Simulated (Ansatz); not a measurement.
# C₃H₄ClN: up Jacob's ladder to CCSD(T)

An exercise on one series of results from a longer session: the logs are not shown, and one member is left open.

Method: functionals in def2-TZVPP, the program's frozen cores in correlated methods; program: Ansatz 0.2.0, Gaussian basis.

The runs, in order: LDA (SPW92), PBE-D4, revPBE-D4, BLYP-D4, r2SCAN-D4, B97M-V, PBE0-D4, B3LYP-D4, r2SCANh-D4, r2SCAN0-D4, HSE06-D4, BHLYP-D4, CAM-B3LYP-D4, LC-ωPBE, ωB97X-V, ωB97M-V, B2PLYP, PBE-QIDH; CCSD(T)/def2-SVP; CCSD(T)/def2-TZVPP; MP2/def2-QZVPP; extrapolation to the limit; RPA on PBE.

## Structure used throughout

The geometry comes from an earlier relaxation with PBE0-D4 in a triple-zeta def2 set; it is a stationary point, not always the lowest conformer.

SMILES `ClCC1=CN1`, 9 atoms, charge 0, spin multiplicity 1.

Atoms are counted from 1 here; the program's logs count them from 0.

Bond lengths: Cl1–C2 1.796 Å, C2–C3 1.450 Å, C2–H6 1.091 Å, C2–H7 1.088 Å, C3–C4 1.272 Å, C3–N5 1.495 Å, C4–N5 1.502 Å, C4–H8 1.074 Å, N5–H9 1.024 Å. Angles: Cl1–C2–C3 110.7°, Cl1–C2–H6 106.3°, Cl1–C2–H7 107.5°, C3–C2–H6 110.5°, C3–C2–H7 111.5°, H6–C2–H7 110.2°, C2–C3–C4 157.7°, C2–C3–N5 136.7°, C4–C3–N5 65.1°, C3–C4–N5 64.6°, C3–C4–H8 156.5°, N5–C4–H8 138.0°, C3–N5–C4 50.2°, C3–N5–H9 107.5°, C4–N5–H9 107.8°.

The first run:

in.yaml

```yaml
crystal:
  periodic: [false, false, false]
  atoms:
    - {symbol: Cl, position_ang: [-0.878040, 2.096435, -0.831644]}
    - {symbol: C, position_ang: [0.397122, 0.832083, -0.869527]}
    - {symbol: C, position_ang: [0.074769, -0.247500, 0.042776]}
    - {symbol: C, position_ang: [-0.169064, -1.438409, 0.417739]}
    - {symbol: N, position_ang: [0.036395, -0.444408, 1.524742]}
    - {symbol: H, position_ang: [1.323377, 1.323208, -0.567725]}
    - {symbol: H, position_ang: [0.475779, 0.477935, -1.895618]}
    - {symbol: H, position_ang: [-0.284818, -2.500950, 0.310997]}
    - {symbol: H, position_ang: [-0.887021, -0.144696, 1.851161]}
basis:
  gaussian: {orbitals: def2-TZVPP}
hamiltonian: {xc: lda}
output: {orbitals: {seedname: orbitals}}
```

The run is started by

```
$ ansatz run in.yaml --threads 2 --pin off --events-out ev --progress --plain --max-ram 4352MiB
```

Among the steps run: LDA; PBE-D4 (GGA); revPBE-D4 (GGA); BLYP-D4 (GGA); r2SCAN-D4 (meta-GGA); B97M-V (meta-GGA); B3LYP-D4 (hybrid); r2SCANh-D4 (hybrid); r2SCAN0-D4 (hybrid); HSE06-D4 (hybrid); BHLYP-D4 (hybrid); CAM-B3LYP-D4 (range-separated); LC-ωPBE (range-separated); ωB97X-V (range-separated); ωB97M-V (range-separated); B2PLYP (double hybrid); PBE-QIDH (double hybrid).

One table of the session follows, with a row left open; its other results are not shown here.

It belongs to the step «Orbital energies across the functionals». 

| functional | HOMO (eV) | gap (eV) |
| --- | --- | --- |
| LDA (SPW92) | -5.06 | 2.94 |
| PBE-D4 | -4.94 | 3.06 |
| revPBE-D4 | -4.88 | 3.10 |
| BLYP-D4 | -4.82 | 3.08 |
| r2SCAN-D4 | -5.14 | 3.46 |
| B97M-V | -5.23 | 3.68 |
| PBE0-D4 | -6.21 | 5.37 |
| B3LYP-D4 | ? | ? |
| r2SCANh-D4 | -5.62 | 4.33 |
| r2SCAN0-D4 | -6.35 | 5.62 |
| HSE06-D4 | -5.81 | 4.59 |
| BHLYP-D4 | -7.37 | 7.68 |
| CAM-B3LYP-D4 | -7.59 | 7.91 |
| LC-ωPBE | -8.95 | 10.48 |
| ωB97X-V | -8.58 | 10.02 |
| ωB97M-V | -8.50 | 9.82 |

Q: Estimate the row for B3LYP-D4 from the others.

Worked estimate for «HOMO (eV)». Against the share of exact exchange, BLYP-D4 (0, -4.82), BHLYP-D4 (0.5, -7.37) give a slope of -5.10 per unit share; at 0.2 the line stands at -5.84.

**Answer.** HOMO (eV): -6.00; gap (eV): 4.92. In «HOMO (eV)» the line misses by +0.16.
